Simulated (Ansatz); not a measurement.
in.yaml

```yaml
crystal:
  periodic: [false, false, false]
  atoms:
    - {symbol: Br, position_ang: [0.000000, 0.000000, -2.067171]}
    - {symbol: H, position_ang: [0.000000, 0.000000, -0.646571]}
    - {symbol: N, position_ang: [0.000000, 0.000000, 1.936913]}
    - {symbol: C, position_ang: [0.000000, 0.000000, 0.776829]}
basis:
  gaussian: {orbitals: cc-pVDZ}
magnetization: {spin_polarized: false, initial_magnetization: 1}
correlation: {method: bccd_t, electrons: outside_noble_gas}
```

```sh
$ ansatz run in.yaml --threads 1 --pin off --events-out ev --progress --plain --max-ram 2560MiB --backend cpu
```

Output:

```
632 factors; integrals over basis functions are off by at most 9.6e-4 eV
mean field evaluation 1: about -72520.2196 eV, gradient 2.5e1 eV
mean field evaluation 2: about -72520.2233 eV, gradient 2.5e1 eV
mean field evaluation 4: about -72521.9734 eV, gradient 5.0e0 eV
mean field evaluation 8: about -72522.2677 eV, gradient 1.3e-1 eV
mean field evaluation 16: about -72521.9681 eV, gradient 5.0e0 eV
mean field evaluation 32: about -72519.7995 eV, gradient 2.3e1 eV
mean field evaluation 64: about -72521.6466 eV, gradient 5.8e-6 eV
mean field evaluation 96: about -72521.6466 eV, gradient 5.1e-3 eV
mean field evaluation 128: about -72521.6380 eV, gradient 5.2e-1 eV
mean field evaluation 160: about -72519.1937 eV, gradient 1.4e1 eV
mean field evaluation 192: about -72521.3928 eV, gradient 3.1e0 eV
mean field evaluation 224: about -72521.6466 eV, gradient 1.1e-4 eV
mean field -72522.26778495 eV, -2665.1441837383 hartree, gradient 2.8e-6 eV, S^2 0.750000; 8 other end points of the search recorded, 0 dependent functions left out
mean field evaluation 256: about -72522.5238 eV, gradient 2.3e0 eV
determinant -72522.26778495 eV, -2665.1441837383 hartree, with singles and doubles -72534.12759018 eV, -2665.5800235416 hartree
determinant -72521.64664441 eV, -2665.1213572443 hartree, with singles and doubles -72533.01395461 eV, -2665.5390981894 hartree
determinant -72521.63890781 eV, -2665.1210729298 hartree, with singles and doubles -72532.22809119 eV, -2665.5102182414 hartree
16 core orbitals not correlated: weight in the atoms' cores, before any rotation towards them, 1.000 or more for the frozen orbitals, at most 0.000 for the correlated occupied ones
reference -72522.26778495 eV, -2665.1441837383 hartree; 9, 8 occupied and 35, 36 virtual orbitals, 632 factors
second order -11.21275305 eV of doubles, -0.14904975 eV of singles
cycle   1  -11.80854564 eV  change    5.1e-2 eV  update   1.8e-2
cycle   2  -11.82101432 eV  change   -1.2e-2 eV  update   8.7e-3
cycle   3  -11.82267289 eV  change   -1.7e-3 eV  update   3.2e-3
cycle   4  -11.81689793 eV  change    5.8e-3 eV  update   2.2e-3
cycle   5  -11.81496869 eV  change    1.9e-3 eV  update   1.3e-3
cycle   6  -11.81486968 eV  change    9.9e-5 eV  update   7.6e-4
cycle   7  -11.81443494 eV  change    4.3e-4 eV  update   3.1e-4
cycle   8  -11.81457216 eV  change   -1.4e-4 eV  update   1.7e-4
cycle   9  -11.81454215 eV  change    3.0e-5 eV  update   9.2e-5
cycle  10  -11.81449866 eV  change    4.3e-5 eV  update   4.5e-5
cycle  11  -11.81449941 eV  change   -7.5e-7 eV  update   1.9e-5
perturbative correction -0.51597023 eV, -0.0189615561 hartree
Total energy: -72534.59825459 eV, -2665.5973201396 hartree
```

Ran on 1 thread of AMD EPYC 7R13, shared host: 22 s wall, 0.22 GiB peak host memory.
